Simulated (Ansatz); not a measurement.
The same calculation of H3SSi, SMILES [SiH3][S] as a Python script and as an input file (Ansatz 0.2.0 through its Python package).

`run_md.py`:
```python
# -*- coding: utf-8 -*-
"""Molecular dynamics of one H3SSi molecule."""

import warnings

import ansatz as az
from ase import Atoms
import numpy as np

BASIS_SET = "def2-SVP"
FUNCTIONAL = "pbe"
N_STEPS = 30
TEMPERATURE_K = 500

warnings.simplefilter("ignore", az.DeckWarning)

atoms = Atoms(["Si", "S", "H", "H", "H"], positions=[
    (-0.0867, -0.0281, -0.0081),
    (1.9366, -0.3612, 0.2477),
    (-0.9333, -0.6644, 1.0401),
    (-0.4868, -0.4926, -1.3477),
    (-0.38, 1.4726, 0.0266),
])
geometry = az.Crystal.molecule_from_ase(atoms)

calculation = (
    geometry.calculation()
    .basis(gaussian=BASIS_SET)
    .functional(FUNCTIONAL)
    .spin("collinear", total=1)  # spin-polarised run
    .md("nvt_nose_hoover", timestep=0.5, steps=N_STEPS, temperature=TEMPERATURE_K, initial_velocities="maxwell_boltzmann", seed=92, thermostat_time=20)
)
frames = []
out = calculation.session().plan().execute(on_event=lambda e: frames.append(e["data"]) if e["event"] == "md_step" else None)
print("t (fs)   E_pot (eV)      E_kin (eV)   T (K)   d(0-1) (A)")
for f in frames[::1]:
    xyz = np.array(f["positions_ang"])
    print(f"{f['time_fs']:6.2f} {f['lagrangian_ev']:14.5f} {f['e_kin_ev']:10.5f} {f['temperature_k']:8.1f} {np.linalg.norm(xyz[0] - xyz[1]):9.4f}")
kept = np.array([f["conserved_ev"] for f in frames])
print(f"conserved energy moves by at most {1000 * np.ptp(kept):.3f} meV")
```

```console
$ python run_md.py
t (fs)   E_pot (eV)      E_kin (eV)   T (K)   d(0-1) (A)
  0.00   -18746.06261    0.19389    500.0    2.0664
  0.50   -18746.06403    0.19527    503.6    2.0687
  1.00   -18746.05471    0.18605    479.8    2.0711
  1.50   -18746.03643    0.16802    433.3    2.0737
  2.00   -18746.01296    0.14490    373.7    2.0764
  2.50   -18745.98921    0.12153    313.4    2.0792
  3.00   -18745.96998    0.10263    264.7    2.0821
  3.50   -18745.95874    0.09163    236.3    2.0851
  4.00   -18745.95685    0.08990    231.8    2.0881
  4.50   -18745.96349    0.09665    249.2    2.0912
  5.00   -18745.97617    0.10950    282.4    2.0944
  5.50   -18745.99169    0.12533    323.2    2.0976
  6.00   -18746.00699    0.14111    363.9    2.1010
  6.50   -18746.01976    0.15455    398.6    2.1044
  7.00   -18746.02864    0.16426    423.6    2.1079
  7.50   -18746.03311    0.16967    437.5    2.1115
  8.00   -18746.03330    0.17088    440.7    2.1151
  8.50   -18746.02967    0.16831    434.0    2.1189
  9.00   -18746.02290    0.16261    419.3    2.1227
  9.50   -18746.01371    0.15450    398.4    2.1266
 10.00   -18746.00300    0.14487    373.6    2.1305
 10.50   -18745.99184    0.13480    347.6    2.1345
 11.00   -18745.98167    0.12574    324.3    2.1386
 11.50   -18745.97423    0.11943    308.0    2.1426
 12.00   -18745.97144    0.11779    303.8    2.1467
 12.50   -18745.97499    0.12253    316.0    2.1507
 13.00   -18745.98581    0.13462    347.2    2.1548
 13.50   -18746.00353    0.15375    396.5    2.1588
 14.00   -18746.02618    0.17800    459.0    2.1627
 14.50   -18746.05021    0.20392    525.9    2.1666
 15.00   -18746.07116    0.22707    585.6    2.1704
conserved energy moves by at most 1.275 meV
```

`input.yaml`:
```yaml
crystal:
  periodic: [false, false, false]
  atoms:
    - { symbol: Si, position_ang: [-0.0867, -0.0281, -0.0081] }
    - { symbol: S, position_ang: [1.9366, -0.3612, 0.2477] }
    - { symbol: H, position_ang: [-0.9333, -0.6644, 1.0401] }
    - { symbol: H, position_ang: [-0.4868, -0.4926, -1.3477] }
    - { symbol: H, position_ang: [-0.38, 1.4726, 0.0266] }
basis:
  gaussian:
    orbitals: def2-SVP
hamiltonian:
  xc: pbe
magnetization:
  spin_polarized: true
  initial_magnetization: 1.0
md:
  timestep: 0.5
  n_steps: 30
  ensemble: nvt_nose_hoover
  temperature: 500.0
  nose_hoover:
    tau: 20.0
  initial_velocities: maxwell_boltzmann
  seed: 92
```

Notes:
- Total energies depend on the basis set; only differences at equal settings carry meaning.
- The trajectory is only some femtoseconds long, so its temperature is not equilibrated; where the script doesn't relax first, it starts from a rough generated geometry.
- The species is open-shell (spin multiplicity 2).
- The temperature counts the internal degrees of freedom alone.
- Run time: 75 s on 1 thread of Arm Neoverse V2, with other jobs on the host, peak memory 0.19 GiB.

(A comment or docstring line of the script was reworded after the run, the code is as it ran; lines on the test bed's own set-up are left out of the output.)
